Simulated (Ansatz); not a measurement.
**CH₂Si (triplet): from Hartree-Fock to the top rungs, cc-pVTZ**

Aim: climb from Hartree-Fock through coupled cluster and multireference methods for CH₂Si (triplet) at one geometry and basis, and see what each rung misses.

The runs use Ansatz 0.2.0, Gaussian basis; cc-pVTZ, core rule «outside noble gas», up to 6 orbitals frozen.

To be run: UHF; CCSD(T) on ROHF; CCSD(T) on UHF; BCCD(T) on ROHF; CCSDT(Q) on ROHF; CCSDT(Q) on UHF; CASSCF and MRCISD+Q, 10 electrons in 10 orbitals; CASSCF and NEVPT2, 10 electrons in 10 orbitals.

3 further runs of the same task are left out: 3 set aside as unsound or not needed.

## (1) The system

The geometry is a PBE0/def2-TZVP stationary point (not a proven minimum).

4 atoms, charge 0, spin multiplicity 3.

Atoms are counted from 1 here; the program's logs count them from 0.

Bond lengths: Si1–C2 1.820 Å, Si1–H3 1.492 Å, Si1–H4 1.492 Å. Angles: C2–Si1–H3 125.7°, C2–Si1–H4 125.7°, H3–Si1–H4 108.7°.

## (2) UHF

in.yaml

```yaml
crystal:
  periodic: [false, false, false]
  atoms:
    - {symbol: Si, position_ang: [0.000000, 0.000000, 0.477506]}
    - {symbol: C, position_ang: [0.000000, 0.000000, -1.342750]}
    - {symbol: H, position_ang: [0.000000, 1.212489, 1.347482]}
    - {symbol: H, position_ang: [0.000000, -1.212489, 1.347482]}
basis:
  gaussian: {orbitals: cc-pVTZ}
magnetization: {spin_polarized: true, initial_magnetization: 2}
hamiltonian: {xc: hf}
output: {orbitals: {seedname: orbitals}}
```

Command:

```bash
$ ansatz run in.yaml --threads 1 --pin off --events-out ev --progress --plain --max-ram 4096MiB --backend cpu
```

The runs that follow: CCSD(T) on ROHF; CCSD(T) on UHF; BCCD(T) on ROHF; CCSDT(Q) on ROHF; CCSDT(Q) on UHF; CASSCF and MRCISD+Q, 10 electrons in 10 orbitals; CASSCF and NEVPT2, 10 electrons in 10 orbitals.

Before running them: what should the planned runs give, taken together? Wanted: UCCSDT(Q) below the RHF energy; RMP2 from UCCSDT(Q); UMP2 from UCCSDT(Q); RCCSD from UCCSDT(Q); RCCSD(T) from UCCSDT(Q); UCCSD(T) from UCCSDT(Q); RCCSDT(Q) from UCCSDT(Q); NEVPT2 valence from UCCSDT(Q); MRCISD+Q valence from UCCSDT(Q).

**Answer**, as computed:

| quantity | value |
| --- | --- |
| UCCSDT(Q) below the RHF energy | -7.2732 eV |
| RMP2 from UCCSDT(Q) | +127.0 kJ/mol |
| UMP2 from UCCSDT(Q) | +130.4 kJ/mol |
| RCCSD from UCCSDT(Q) | +35.1 kJ/mol |
| RCCSD(T) from UCCSDT(Q) | +6.2 kJ/mol |
| UCCSD(T) from UCCSDT(Q) | +6.2 kJ/mol |
| RCCSDT(Q) from UCCSDT(Q) | +0.2 kJ/mol |
| NEVPT2 valence from UCCSDT(Q) | +110.5 kJ/mol |
| MRCISD+Q valence from UCCSDT(Q) | +5.1 kJ/mol |
| levels within 1 kcal/mol (43 meV) | RCCSDT, UCCSDT, RCCSDT(Q) |
| T1 diagnostic | 0.021 |
| effectively unpaired electrons | 2.04 |

RCCSD(T) lands +6.2 kJ/mol from the yardstick (0.9 % of the correlation energy). One determinant dominates. Of the multireference levels listed MRCISD+Q valence comes nearest in total energy (+5.1 kJ/mol), which doesn't show that its space is the better one. Coupled cluster took another determinant than the lowest Hartree-Fock one. These misses are within one basis, not against nature; the frozen cores of restricted and unrestricted runs differ, which can shift their rows.
